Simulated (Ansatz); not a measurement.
# CH4BN: taking an electron away

Aim: the vertical ionisation energy of CH4BN, as cation minus neutral at the neutral's geometry, on several levels, and how well −ε(HOMO) stands in for it.

Computed with Ansatz 0.2.0, Gaussian basis. Level: unrestricted cation, the program's frozen cores in correlated methods.

The runs, in order: UKS PBE-D4/def2-TZVPP; UKS r2SCAN-D4/def2-TZVPP; UKS PBE0-D4/def2-TZVPP; UKS B3LYP-D4/def2-TZVPP; UKS wB97X-V/def2-TZVPP; UKS wB97M-V/def2-TZVPP; UKS B2PLYP/def2-TZVPP; UHF-CCSD(T)/def2-TZVPP; UHF-MP2/def2-QZVPP; extrapolation to the limit; then −ε(HOMO) from the neutral's earlier runs with LDA (SPW92), PBE-D4, revPBE-D4, BLYP-D4, r2SCAN-D4, B97M-V, PBE0-D4, B3LYP-D4, r2SCANh-D4, r2SCAN0-D4, HSE06-D4, BHLYP-D4, CAM-B3LYP-D4, LC-ωPBE, ωB97X-V, ωB97M-V.

1 further run of the same task is left out (it didn't finish). Runs told in other sessions of the task aren't counted.

## 1. Structure used throughout

All runs share one geometry, relaxed beforehand with PBE0-D4 in a triple-zeta def2 set.

7 atoms, charge 0, spin multiplicity 1.

Atoms are counted from 1 here; the program's logs count them from 0.

Bond lengths: B1–C2 1.561 Å, B1–H4 1.192 Å, B1–H5 1.197 Å, C2–N3 1.277 Å, C2–H6 1.100 Å, N3–H7 1.023 Å. Angles: C2–B1–H4 119.4°, C2–B1–H5 120.0°, H4–B1–H5 120.6°, B1–C2–N3 117.8°, B1–C2–H6 120.8°, N3–C2–H6 121.2°, C2–N3–H7 111.4°.

## 2. Cation, UKS PBE-D4/def2-TZVPP

Contents of in.yaml:

```yaml
crystal:
  periodic: [false, false, false]
  atoms:
    - {symbol: B, position_ang: [-0.874145, 0.336474, -0.625161]}
    - {symbol: C, position_ang: [0.408031, 0.096867, 0.233028]}
    - {symbol: N, position_ang: [0.786145, -1.109671, 0.413264]}
    - {symbol: H, position_ang: [-1.158407, -0.441773, -1.482160]}
    - {symbol: H, position_ang: [-1.577119, 1.278312, -0.399509]}
    - {symbol: H, position_ang: [0.912704, 0.933627, 0.738477]}
    - {symbol: H, position_ang: [1.564092, -1.161736, 1.076261]}
basis:
  gaussian: {orbitals: def2-TZVPP}
total_charge: 1
magnetization: {spin_polarized: true, initial_magnetization: 1}
hamiltonian: {xc: pbe, dispersion: d4}
```

Launch:

```bash
$ ansatz run in.yaml --threads 2 --pin off --events-out ev --progress --plain --max-ram 4352MiB
```

The program printed:

```text
Functional definition: PBE
  name "PBE"
  cite "Perdew, Burke & Ernzerhof, Phys. Rev. Lett. 77, 3865 (1996) doi:10.1103/PhysRevLett.77.3865"
  parent pbe
  parameter kappa = 0.804
  parameter beta = 0.06672455060314922
  exchange = pbe_x(kappa = kappa, mu = beta*pi^2/3)
  correlation = pbe_c(beta = beta)
740 factors; their error is unknown
mean field evaluation 1: about -3235.1710 eV, gradient 6.0e1 eV
mean field evaluation 2: about -3133.5691 eV, gradient 1.2e2 eV
mean field evaluation 4: about -3245.4151 eV, gradient 4.0e1 eV
mean field evaluation 8: about -3253.4623 eV, gradient 4.7e-1 eV
mean field evaluation 16: about -3253.4485 eV, gradient 7.1e-3 eV
mean field -3253.44845037 eV, -119.5620252844 hartree, gradient 7.7e-5 eV, S^2 0.754704; 1 other end points of the search recorded, 0 dependent functions left out
reference -3253.44848804 eV, -119.5620266687 hartree; 11, 10 occupied and 138, 139 virtual orbitals, 740 factors
Total energy: -3253.51228981 eV, -119.5643713407 hartree
```

Run time: 2.2 s. Hardware: 2 threads of Arm Neoverse V1, shared host.

The neutral molecule at this level: -3263.5366 eV. Difference: 10.024 eV. ⟨S²⟩ = 0.755.

## 3. Cation, UKS r2SCAN-D4/def2-TZVPP

in.yaml: that of step 2 with these lines changed.

```diff
@@ -14,2 +14,2 @@
 magnetization: {spin_polarized: true, initial_magnetization: 1}
-hamiltonian: {xc: pbe, dispersion: d4}
+hamiltonian: {xc: r2scan, dispersion: d4}
```

Launched as before.

The program printed:

```text
Functional definition: r2SCAN
  name "r2SCAN"
  cite "Furness, Kaplan, Ning, Perdew & Sun, J. Phys. Chem. Lett. 11, 8208 (2020) doi:10.1021/acs.jpclett.0c02405"
  cite "Furness, Kaplan, Ning, Perdew & Sun, J. Phys. Chem. Lett. 11, 9248 (2020) doi:10.1021/acs.jpclett.0c03077"
  parent r2scan
  parameter k0 = 0.174
  parameter k1 = 0.065
  parameter a1 = 4.9479
  exchange = r2scan_x(k0 = k0, k1 = k1, a1 = a1)
  correlation = r2scan_c
740 factors; their error is unknown
mean field evaluation 1: about -3239.8384 eV, gradient 5.6e1 eV
mean field evaluation 2: about -3154.6962 eV, gradient 1.1e2 eV
mean field evaluation 4: about -3250.9075 eV, gradient 3.1e1 eV
mean field evaluation 8: about -3255.8513 eV, gradient 3.5e-1 eV
mean field evaluation 16: about -3255.8386 eV, gradient 5.2e-3 eV
mean field evaluation 32: about -3254.1478 eV, gradient 5.4e0 eV
mean field -3255.83857678 eV, -119.6498608101 hartree, gradient 5.7e-5 eV, S^2 0.763145; 3 other end points of the search recorded, 0 dependent functions left out
reference -3255.83858892 eV, -119.6498612563 hartree; 11, 10 occupied and 138, 139 virtual orbitals, 740 factors
Total energy: -3255.85355461 eV, -119.6504112352 hartree
```

It took 5.5 s on 2 threads of Arm Neoverse V1, shared host.

The neutral molecule at this level: -3265.9051 eV. Difference: 10.052 eV. ⟨S²⟩ = 0.763.

## 4. Cation, UKS PBE0-D4/def2-TZVPP

in.yaml: that of step 3 with these lines changed.

```diff
@@ -14,2 +14,2 @@
 magnetization: {spin_polarized: true, initial_magnetization: 1}
-hamiltonian: {xc: r2scan, dispersion: d4}
+hamiltonian: {xc: pbe0, dispersion: d4}
```

Launched as before.

The program printed:

```text
Functional definition: PBE0
  name "PBE0"
  cite "Adamo & Barone, J. Chem. Phys. 110, 6158 (1999) doi:10.1063/1.478522"
  cite "Perdew, Burke & Ernzerhof, Phys. Rev. Lett. 77, 3865 (1996) doi:10.1103/PhysRevLett.77.3865"
  parent pbe
  parameter a = 0.25
  parameter kappa = 0.804
  parameter beta = 0.06672455060314922
  exchange = (1 - a)*pbe_x(kappa = kappa, mu = beta*pi^2/3) + a*exact_x
  correlation = pbe_c(beta = beta)
740 factors; their error is unknown
mean field evaluation 1: about -3239.5729 eV, gradient 5.2e1 eV
mean field evaluation 2: about -3171.2608 eV, gradient 1.0e2 eV
mean field evaluation 4: about -3250.8473 eV, gradient 2.3e1 eV
mean field evaluation 8: about -3253.6573 eV, gradient 2.4e-1 eV
mean field evaluation 16: about -3253.6583 eV, gradient 3.2e-3 eV
mean field evaluation 32: about -3252.7212 eV, gradient 5.8e0 eV
mean field -3253.65825166 eV, -119.5697353398 hartree, gradient 6.4e-5 eV, S^2 0.762959; 2 other end points of the search recorded, 0 dependent functions left out
reference -3253.65827944 eV, -119.5697363606 hartree; 11, 10 occupied and 138, 139 virtual orbitals, 740 factors
Total energy: -3253.71077262 eV, -119.5716654493 hartree
```

It took 3.2 s on 2 threads of Arm Neoverse V1, shared host.

Less the neutral's -3263.8883 eV (earlier run), this gives 10.178 eV. ⟨S²⟩ = 0.763.

## 5. Cation, UKS B3LYP-D4/def2-TZVPP

in.yaml: that of step 4 with these lines changed.

```diff
@@ -14,2 +14,2 @@
 magnetization: {spin_polarized: true, initial_magnetization: 1}
-hamiltonian: {xc: pbe0, dispersion: d4}
+hamiltonian: {xc: {name: B3LYP}, dispersion: d4}
```

Launched as before.

The program printed (excerpt; [...] marks lines left out):

```text
Functional definition: B3LYP
  name "B3LYP"
  cite "Stephens, Devlin, Chabalowski & Frisch, J. Phys. Chem. 98, 11623 (1994) doi:10.1021/j100096a001"
  cite "Becke, Phys. Rev. A 38, 3098 (1988) doi:10.1103/PhysRevA.38.3098"
  cite "Lee, Yang & Parr, Phys. Rev. B 37, 785 (1988) doi:10.1103/PhysRevB.37.785"
  cite "Vosko, Wilk & Nusair, Can. J. Phys. 58, 1200 (1980) doi:10.1139/p80-159"
[...]
740 factors; their error is unknown
[...]
mean field -3258.13123866 eV, -119.7341145802 hartree, gradient 7.6e-5 eV, S^2 0.759359; 2 other end points of the search recorded, 0 dependent functions left out
reference -3258.13146495 eV, -119.7341228962 hartree; 11, 10 occupied and 138, 139 virtual orbitals, 740 factors
Total energy: -3258.23449889 eV, -119.7379093235 hartree
```

It took 3.1 s on 2 threads of Arm Neoverse V1, shared host.

Less the neutral's -3268.5038 eV (earlier run), this gives 10.269 eV. ⟨S²⟩ = 0.759.

## 6. Cation, UKS wB97X-V/def2-TZVPP

in.yaml: that of step 5 with these lines changed.

```diff
@@ -14,2 +14,2 @@
 magnetization: {spin_polarized: true, initial_magnetization: 1}
-hamiltonian: {xc: {name: B3LYP}, dispersion: d4}
+hamiltonian: {xc: {name: wB97X-V}}
```

The command is unchanged.

The program printed (excerpt; [...] marks lines left out):

```text
Functional definition: wB97X-V
  name "wB97X-V"
  cite "Mardirossian & Head-Gordon, Phys. Chem. Chem. Phys. 16, 9904 (2014) doi:10.1039/C3CP54374A"
  cite "Becke, J. Chem. Phys. 107, 8554 (1997) doi:10.1063/1.475007"
  cite "Vydrov & Van Voorhis, J. Chem. Phys. 133, 244103 (2010) doi:10.1063/1.3521275"
[...]
      + integral(e_c_pw_opposite_spin*poly(b97_u_opposite, cos0, cos1)) + vv10(b, c)
740 factors; their error is unknown
199 factors; integrals over basis functions are off by at most 1.4e-5 eV
[...]
mean field -3256.75420163 eV, -119.6835094027 hartree, gradient 6.9e-5 eV, S^2 0.760989; 2 other end points of the search recorded, 0 dependent functions left out
reference -3256.75420000 eV, -119.6835093429 hartree; 11, 10 occupied and 138, 139 virtual orbitals, 740 factors
Total energy: -3256.75420000 eV, -119.6835093429 hartree
```

Run time: 9 s. Hardware: 2 threads of Arm Neoverse V1, shared host; peak memory 0.34 GiB.

The neutral molecule at this level: -3267.0382 eV. Difference: 10.284 eV. ⟨S²⟩ = 0.761.

## 7. Cation, UKS wB97M-V/def2-TZVPP

in.yaml: that of step 6 with these lines changed.

```diff
@@ -14,2 +14,2 @@
 magnetization: {spin_polarized: true, initial_magnetization: 1}
-hamiltonian: {xc: {name: wB97X-V}}
+hamiltonian: {xc: {name: wB97M-V}}
```

Same command.

The program printed (excerpt; [...] marks lines left out):

```text
Functional definition: wB97M-V
  name "wB97M-V"
  cite "Mardirossian & Head-Gordon, J. Chem. Phys. 144, 214110 (2016) doi:10.1063/1.4952647"
  cite "Becke, J. Chem. Phys. 107, 8554 (1997) doi:10.1063/1.475007"
  cite "Vydrov & Van Voorhis, J. Chem. Phys. 133, 244103 (2010) doi:10.1063/1.3521275"
  # Of w^i u^j: cxij and so on, Table III.
[...]
  gx(w, u) = 1 - cx + cx01*u + cx10*w
  gss(w, u) = css00 + css04*u^4 + css10*w + css20*w^2 + css43*w^4*u^3
  gos(w, u) = cos00 + cos10*w + (cos20 + cos21*u)*w^2 + (cos60 + cos61*u)*w^6
[...]
      + integral(e_c_pw_mod_opposite_spin*gos(b97_w_opposite, b97_u_opposite)) + vv10(b, c)
740 factors; their error is unknown
199 factors; integrals over basis functions are off by at most 1.4e-5 eV
[...]
mean field -3256.16932467 eV, -119.6620155708 hartree, gradient 6.7e-5 eV, S^2 0.761248; 2 other end points of the search recorded, 0 dependent functions left out
reference -3256.16936764 eV, -119.6620171499 hartree; 11, 10 occupied and 138, 139 virtual orbitals, 740 factors
Total energy: -3256.16936764 eV, -119.6620171499 hartree
```

It took 9.5 s on 2 threads of Arm Neoverse V1, shared host; peak memory 0.37 GiB.

Less the neutral's -3266.4712 eV (earlier run), this gives 10.302 eV. ⟨S²⟩ = 0.761.

## 8. Cation, UKS B2PLYP (frozen core)/def2-TZVPP

in.yaml: that of step 7 with these lines changed.

```diff
@@ -14,2 +14,2 @@
 magnetization: {spin_polarized: true, initial_magnetization: 1}
-hamiltonian: {xc: {name: wB97M-V}}
+hamiltonian: {xc: {name: B2PLYP}}
```

Launched as before.

The program printed (excerpt; [...] marks lines left out):

```text
Functional definition: B2PLYP
  name "B2PLYP"
  cite "Grimme, J. Chem. Phys. 124, 034108 (2006) doi:10.1063/1.2148954"
  cite "Becke, Phys. Rev. A 38, 3098 (1988) doi:10.1103/PhysRevA.38.3098"
  cite "Lee, Yang & Parr, Phys. Rev. B 37, 785 (1988) doi:10.1103/PhysRevB.37.785"
[...]
886 factors; integrals over basis functions are off by at most 7.0e-4 eV
[...]
mean field -3251.12556425 eV, -119.4766607941 hartree, gradient 4.2e-6 eV, S^2 0.782727; 4 other end points of the search recorded, 0 dependent functions left out
3 core orbitals not correlated: weight in the atoms' cores, before any rotation towards them, 1.000 or more for the frozen orbitals, at most 0.000 for the correlated occupied ones
reference -3251.12570705 eV, -119.4766660418 hartree; 8, 7 occupied and 138, 139 virtual orbitals, 886 factors
second order -13.97469662 eV of doubles, -0.00000000 eV of singles
Total energy: -3254.89887513 eV, -119.6153274115 hartree
```

Wall time 7.5 s (2 threads of Arm Neoverse V1, shared host); peak memory 0.35 GiB.

Less the neutral's -3265.1627 eV (earlier run), this gives 10.264 eV. ⟨S²⟩ = 0.783.

## 9. Cation, UHF-CCSD(T)/def2-TZVPP

in.yaml: that of step 8 with these lines changed.

```diff
@@ -14,2 +14,3 @@
 magnetization: {spin_polarized: true, initial_magnetization: 1}
-hamiltonian: {xc: {name: B2PLYP}}
+correlation: {method: ccsd_t}
+scf: {omitted_lower_state_checks: [cluster_reference]}
```

The command is unchanged.

The program printed (excerpt; [...] marks lines left out):

```text
Functional definition: HF
  name "HF"
  cite "Fock, Z. Phys. 61, 126 (1930) doi:10.1007/BF01340294"
  parent pbe
[...]
886 factors; integrals over basis functions are off by at most 7.0e-4 eV
[...]
mean field -3237.95376591 eV, -118.9926061334 hartree, gradient 3.0e-6 eV, S^2 0.916117; 3 other end points of the search recorded, 0 dependent functions left out
3 core orbitals not correlated: weight in the atoms' cores, before any rotation towards them, 1.000 or more for the frozen orbitals, at most 0.000 for the correlated occupied ones
reference -3237.95376591 eV, -118.9926061334 hartree; 8, 7 occupied and 138, 139 virtual orbitals, 886 factors
second order -10.79697615 eV of doubles, -0.00000000 eV of singles
cycle   1  -11.42179531 eV  change   -6.2e-1 eV  update   9.9e-2
[...]
cycle  17  -12.11658566 eV  change   -1.3e-5 eV  update   8.4e-6
perturbative correction -0.51458040 eV, -0.0189104810 hartree
Total energy: -3250.58493198 eV, -119.4567929246 hartree
Checks for a lower state left out: cluster_reference
```

Run time: 49 s. Hardware: 2 threads of Arm Neoverse V1, shared host; peak memory 2.3 GiB.

Less the neutral's -3260.8658 eV (earlier run), this gives 10.281 eV. ⟨S²⟩ = 0.916. T1 = 0.049 (report).

## 10. Cation, UHF-MP2/def2-QZVPP

in.yaml: that of step 9 with these lines changed.

```diff
@@ -11,6 +11,6 @@
 basis:
-  gaussian: {orbitals: def2-TZVPP}
+  gaussian: {orbitals: "def2-QZVPP.json"}
 total_charge: 1
 magnetization: {spin_polarized: true, initial_magnetization: 1}
-correlation: {method: ccsd_t}
+correlation: {method: mp2}
 scf: {omitted_lower_state_checks: [cluster_reference]}
```

Launched as before.

The program printed (excerpt; [...] marks lines left out):

```text
Functional definition: HF
  name "HF"
  cite "Fock, Z. Phys. 61, 126 (1930) doi:10.1007/BF01340294"
  parent pbe
[...]
1743 factors; integrals over basis functions are off by at most 9.0e-4 eV
[...]
mean field -3238.10026109 eV, -118.9979897318 hartree, gradient 3.0e-6 eV, S^2 0.916138; 3 other end points of the search recorded, 0 dependent functions left out
3 core orbitals not correlated: weight in the atoms' cores, before any rotation towards them, 1.000 or more for the frozen orbitals, at most 0.000 for the correlated occupied ones
reference -3238.10026109 eV, -118.9979897318 hartree; 8, 7 occupied and 280, 281 virtual orbitals, 1743 factors
second order -11.54467253 eV of doubles, -0.00000000 eV of singles
Total energy: -3249.64493362 eV, -119.4222486219 hartree
Checks for a lower state left out: cluster_reference
```

Wall time 19 s (2 threads of Arm Neoverse V1, shared host); peak memory 0.91 GiB.

Less the neutral's -3260.5019 eV (earlier run), this gives 10.857 eV. ⟨S²⟩ = 0.916.

## 11. From triple and quadruple zeta to the limit

This step is arithmetic on the last runs, with X = 3 and 4: exp(−7.88√X) for Hartree-Fock, X^−2.97 for correlation; only MP2 was run in the larger set, so CCSD(T) minus MP2 is added from the smaller one.

```
  level  energy at the limit (eV)
     HF                -3238.1204
    MP2                -3250.2190
   CCSD                -3251.5386
CCSD(T)                -3252.0532
```

The neutral's limit, from its own earlier runs, is -3262.4920 eV in the additive form (MP2 limit plus CCSD(T) minus MP2 in triple zeta), in which the cation has -3252.0532 eV.

## 12. Ionisation energies side by side

Differences are taken before rounding.

```
            method  ionisation energy (eV)  from CCSD(T)/CBS (eV)   time
            PBE-D4                   10.02                  -0.41  3.5 s
         r2SCAN-D4                   10.05                  -0.39  7.9 s
           PBE0-D4                   10.18                  -0.26    5 s
          B3LYP-D4                   10.27                  -0.17  4.9 s
           ωB97X-V                   10.28                  -0.15   13 s
           ωB97M-V                   10.30                  -0.14   15 s
            B2PLYP                   10.26                  -0.18  9.9 s
     HF/def2-TZVPP                    9.04                  -1.40       
    MP2/def2-TZVPP                   10.76                  +0.32       
   CCSD/def2-TZVPP                   10.23                  -0.21       
CCSD(T)/def2-TZVPP                   10.28                  -0.16   61 s
       CCSD(T)/CBS                   10.44                      0   88 s
```

Among the levels timed on like hardware and quicker than the yardstick, those that no quicker one beats, quickest first: PBE-D4 (3.5 s, -0.41 eV); B3LYP-D4 (4.9 s, -0.17 eV); ωB97X-V (13 s, -0.15 eV); ωB97M-V (15 s, -0.14 eV).

Times add the cation's run and the neutral's; HF, MP2 and CCSD come out of the CCSD(T) runs.

Orbital estimates, from the neutral's runs:

```
  functional  −ε(HOMO) (eV)  by energy difference (eV)
 LDA (SPW92)           6.25                           
      PBE-D4           6.19                      10.02
   revPBE-D4           6.15                           
     BLYP-D4           6.12                           
   r2SCAN-D4           6.48                      10.05
      B97M-V           6.71                           
     PBE0-D4           7.69                      10.18
    B3LYP-D4           7.47                      10.27
  r2SCANh-D4           7.04                           
  r2SCAN0-D4           7.89                           
    HSE06-D4           7.28                           
    BHLYP-D4           9.15                           
CAM-B3LYP-D4           9.14                           
     LC-ωPBE          10.48                           
     ωB97X-V          10.16                      10.28
     ωB97M-V          10.07                      10.30
```

## 13. Summary of results

| quantity | value |
| --- | --- |
| ionisation energy, CCSD(T)/CBS | 10.44 eV |
| nearest functional by difference | ωB97M-V (-0.14 eV) |
| nearest −ε(HOMO) | LC-ωPBE (+0.04 eV) |
| −ε(HOMO) of PBE | 6.19 eV |
| T1 of the cation | 0.049 |

What this shows: Energy differences with functionals land within 0.41 eV of the reference. The PBE orbital energy is 4.2 eV too small: a semilocal HOMO is no ionisation energy. Among orbital estimates LC-ωPBE comes nearest. Hartree-Fock falls 1.40 eV short, as the neutral has more correlation energy than the cation. The cation's T1 (from the report) is 0.049, above the customary mark of 0.045 for open shells, so the coupled-cluster value is less safe.

ωB97M-V reaches 0.14 eV from the reference in 15 s, where CCSD(T)/CBS took 88 s; the quickest level in the cost chart, PBE-D4, takes 3.5 s and misses by 0.41 eV.
